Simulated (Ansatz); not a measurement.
Saddle point of CH3NSi, closed shell (CH₃NSi ([N][C][SiH3]) → CH₃NSi ([C][N][SiH3]); bonds formed: Si1–N3; bonds broken: Si1–C2), PBE0-D4/def2-TZVP structure:

Si1  (-0.303, 0.150, 0.257)
C2  (0.656, -0.294, -1.415)
N3  (1.405, -0.717, -0.613)
H4  (-0.437, 1.616, 0.135)
H5  (-1.583, -0.559, 0.057)
H6  (0.262, -0.196, 1.579)
(Å)

Energies are electronic, without zero-point energy. Barriers and step energies count from the start structure reached by relaxing down the imaginary mode; all methods use the PBE0-D4 structures, on which another method's saddle can fall below an end. Ansatz 0.2.0; basis: def2-TZVPP, with def2-QZVPP for the basis limit; cores frozen in the correlated methods. B3LYP uses VWN-RPA correlation. Extrapolation: Hartree–Fock as exp(−7.88 √X), correlation as X^−2.97.

```csv
method,barrier (kJ/mol),step energy (kJ/mol)
SPW92,111.0,24.8
PBE-D4,112.4,26.5
BLYP-D4,118.8,19.3
r2SCAN-D4,?,19.1
B97M-V,111.9,10.6
PBE0-D4,112.1,18.2
B3LYP-D4,118.7,13.5
r2SCAN0-D4,110.4,12.3
BHLYP-D4,118.1,2.9
CAM-B3LYP-D4,118.5,10.0
wB97X-V,110.8,12.0
wB97M-V,?,8.7
B2PLYP,?,19.5
PBE-QIDH,115.4,19.1
RPA on PBE,111.4,15.8
HF,118.1,-13.6
MP2,122.0,29.6
CCSD,118.1,15.9
CCSD(T),116.0,18.8
```

Question: Fill in the withheld barriers. (Judge from chemistry; the value comes from the calculation.)

Answer: The calculation gives: B2PLYP 120.9; r2SCAN-D4 112.0; wB97M-V 103.3 kJ/mol. Each is the energy of the saddle less that of the start structure, by the same method.

For comparison, the barrier by CCSD(T) at an estimated basis limit (MP2 extrapolated from triple and quadruple zeta, plus CCSD(T) − MP2 in triple zeta) is 115.0 kJ/mol.

No T1 diagnostic of these runs exceeds 0.016.

Labels in which every atom is bracketed show which atoms are joined, not bond orders.

For scale, one of the runs: CCSD(T)/def2-TZVPP, 146 basis functions, launched by `ansatz run in.yaml --threads 2 --pin off --events-out ev --progress --plain --max-ram 4352MiB`. Hardware: 2 CPU threads of an Arm Neoverse V1, shared host. Wall time 14 s; peak host memory 0.85 GiB.
